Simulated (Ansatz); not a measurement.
bcc W was calculated with PBE-D3(BJ) (Ansatz, a quantum-chemistry and plane-wave program, plane waves, PAW).

Numerical settings: plane-wave cutoff 520 eV, 28×28×28 k mesh, Fermi–Dirac smearing 0.091 eV (set by the program), no spin polarisation, scalar-relativistic PAW data made under PBE.

Cell (relaxed at this level):

```xyz
1
Lattice="-1.5796 1.5796 1.5796 1.5796 -1.5796 1.5796 1.5796 1.5796 -1.5796" Properties=species:S:1:pos:R:3 pbc="T T T"
W      0.0000     0.0000     0.0000
```

Q: Estimate the Voigt–Reuss–Hill shear modulus (Hill average), Voigt–Reuss–Hill bulk modulus, elastic constant C44, elastic constant C11 and elastic constant C12 that the calculation returns.

A: 
Voigt–Reuss–Hill shear modulus (Hill average): 159 GPa
Voigt–Reuss–Hill bulk modulus: 319 GPa
elastic constant C44: 152 GPa
elastic constant C11: 544 GPa
elastic constant C12: 207 GPa

Measured, for comparison: elastic constant C44 163 GPa, elastic constant C11 533 GPa, elastic constant C12 205 GPa (0 K, extrapolated to 0 K; zero-point effects included; as tabulated in Wang et al. (2022), arXiv:2209.12322). Computed (rounded) less measured: elastic constant C44 -7 %, elastic constant C11 +2 %, elastic constant C12 +1.0 %.

Note: the dispersion coefficients are held fixed in the derivatives; shear constants of such metals converge slowly with the k mesh.

Elastic constants are with the ions relaxed.

Spin–orbit coupling is not included.

The computed numbers hold no vibrational or temperature effects.

Computing time: very roughly 4 core-minutes.
